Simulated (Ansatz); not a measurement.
## doublet CFO: levels of theory in one basis

```xyz
3

F     0.0000    0.2143   -1.1359
C     0.0000   -0.3635    0.0434
O     0.0000    0.1492    1.0926
```

Basis set: def2-SVP (spherical functions). Correlated methods keep 3 orbitals frozen. Correlation on ROHF uses semicanonical orbitals with singles. Charge 0, multiplicity 2.

Computed with Ansatz (development build ahead of 0.2.0); each method stands on the lowest determinant of its kind that the runs found.

| method | E − E(ROHF) (eV) | <S²> of the determinant |
| --- | --- | --- |
| ROHF | 0.00 | – |
| UHF | -0.13 | 0.77 |
| ROHF-MP2 | -12.98 | – |
| UHF-MP2 | -12.94 | 0.77 |
| ROHF-CCSD(T) | -13.52 | – |
| UHF-CCSD(T) | -13.52 | 0.77 |
